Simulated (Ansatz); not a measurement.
# BNH₆: vertical ionisation energy

How much energy removes an electron from BNH₆ at fixed geometry? The cation is run at each level and the neutral's energy taken from earlier runs.

The runs use Ansatz 0.2.0, Gaussian basis; unrestricted cation, the program's frozen cores in correlated methods.

Levels to be run: UKS PBE-D4/def2-TZVPP; UKS r2SCAN-D4/def2-TZVPP; UKS PBE0-D4/def2-TZVPP; UKS B3LYP-D4/def2-TZVPP; UKS wB97X-V/def2-TZVPP; UKS wB97M-V/def2-TZVPP; UKS B2PLYP/def2-TZVPP; UHF-CCSD(T)/def2-TZVPP; UHF-CCSD(T)/def2-QZVPP; extrapolation to the limit; then −ε(HOMO) from the neutral's earlier runs with LDA (SPW92), PBE-D4, revPBE-D4, BLYP-D4, r2SCAN-D4, B97M-V, PBE0-D4, B3LYP-D4, r2SCANh-D4, r2SCAN0-D4, HSE06-D4, BHLYP-D4, CAM-B3LYP-D4, LC-ωPBE, ωB97X-V, ωB97M-V.

**1. The relaxed structure**

An earlier PBE0-D4 in a triple-zeta def2 set relaxation fixed the geometry.

SMILES `[BH3-][NH3+]`, 8 atoms, charge 0, spin multiplicity 1.

Atoms are counted from 1 here; the program's logs count them from 0.

Bond lengths: B1–N2 1.639 Å, B1–H3 1.212 Å, B1–H4 1.212 Å, B1–H5 1.212 Å, N2–H6 1.015 Å, N2–H7 1.015 Å, N2–H8 1.015 Å. Angles: N2–B1–H3 105.3°, N2–B1–H4 105.3°, N2–B1–H5 105.3°, H3–B1–H4 113.3°, H3–B1–H5 113.3°, H4–B1–H5 113.3°, B1–N2–H6 110.9°, B1–N2–H7 110.9°, B1–N2–H8 110.9°, H6–N2–H7 108.0°, H6–N2–H8 108.0°, H7–N2–H8 108.0°.

**2. Cation, UKS PBE-D4/def2-TZVPP**

The input, in.yaml:

```yaml
crystal:
  periodic: [false, false, false]
  atoms:
    - {symbol: B, position_ang: [-0.191313, 0.250782, -0.775402]}
    - {symbol: N, position_ang: [0.206511, -0.255108, 0.731709]}
    - {symbol: H, position_ang: [-0.078155, -0.728377, -1.480965]}
    - {symbol: H, position_ang: [-1.332573, 0.649687, -0.687235]}
    - {symbol: H, position_ang: [0.604395, 1.126591, -1.038429]}
    - {symbol: H, position_ang: [0.140754, 0.506981, 1.398737]}
    - {symbol: H, position_ang: [1.156575, -0.611274, 0.755256]}
    - {symbol: H, position_ang: [-0.413994, -0.996481, 1.040529]}
basis:
  gaussian: {orbitals: def2-TZVPP}
total_charge: 1
magnetization: {spin_polarized: true, initial_magnetization: 1}
hamiltonian: {xc: pbe, dispersion: d4}
```

Started as:

```bash
$ ansatz run in.yaml --threads 2 --pin off --events-out ev --progress --plain --max-ram 32768MiB --backend cpu
```

The runs that follow: Cation, UKS r2SCAN-D4/def2-TZVPP; Cation, UKS PBE0-D4/def2-TZVPP; Cation, UKS B3LYP-D4/def2-TZVPP; Cation, UKS wB97X-V/def2-TZVPP; Cation, UKS wB97M-V/def2-TZVPP; Cation, UKS B2PLYP (frozen core)/def2-TZVPP; Cation, UHF-CCSD(T)/def2-TZVPP; Cation, UHF-CCSD(T)/def2-QZVPP.

Before running them: what should the planned runs give, taken together? Wanted: ionisation energy, CCSD(T)/CBS; nearest functional by difference; nearest −ε(HOMO); −ε(HOMO) of PBE; T1 of the cation.

As calculated:

```
                        quantity               value
  ionisation energy, CCSD(T)/CBS            10.79 eV
nearest functional by difference  ωB97M-V (-0.15 eV)
                nearest −ε(HOMO)  LC-ωPBE (-0.11 eV)
                 −ε(HOMO) of PBE             6.42 eV
                T1 of the cation               0.024
```

Energy differences with functionals land within 0.48 eV of the reference. −ε(HOMO) of PBE misses by 4.4 eV, since self-interaction lifts the level. Among orbital estimates LC-ωPBE comes nearest. Hartree-Fock falls 0.96 eV short, as the neutral has more correlation energy than the cation.
